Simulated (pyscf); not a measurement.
Single points on ωB97X-D3(BJ)/def2-SVP structures (PySCF, gas phase).

### Question
Estimate the classical barrier height and the reaction energy of `[F][C][F]` [singlet] + `[CH4]` -> `[CH3][CH]([F])[F]` at ωB97X-D3(BJ)/def2-TZVP. The step runs on the singlet surface, breaks C–H and forms C–C, C–H; take the separated reactants as zero.

### Answer
ΔE‡ = 39.5 kcal/mol, ΔE = -60.4 kcal/mol. CCSD(T)/def2-TZVPP + ΔMP2(QZVPP) gives 36.8 kcal/mol and -59.6 kcal/mol. Zero-point energy shifts the barrier by +1.1 kcal/mol. It is an insertion, with an imaginary mode of 1447i cm⁻¹. This is the saddle that the search found; another between the same sides may lie lower. The CCSD(T) − MP2 part came from Ansatz, without density fitting, on the same reference.
